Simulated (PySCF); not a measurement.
CH₂, SMILES [CH2] (connectivity only; charge and spin as stated), neutral, multiplicity 1. Coordinates come from a B3LYP-D3(BJ)/def2-TZVPD optimisation. The isomer is the one that the SMILES or the coordinates give; other isomers of the formula were not compared.

TDDFT-B3LYP/def2-TZVPD in PySCF puts the lowest singlet excitations at 1.48, 5.47, 6.27, 8.25, 9.37, 9.77 eV.

**Question.** What are the lowest excitation roots from ADC(2)/aug-cc-pVDZ in PySCF? (The exact figures need the calculation; the answer reports its results.)

**Answer.** 1.62, 5.74, 6.49, 7.72, 8.44, 8.75 eV. S1 differs by 0.14 eV (second minus first; roots are paired by order, and the bases may differ).
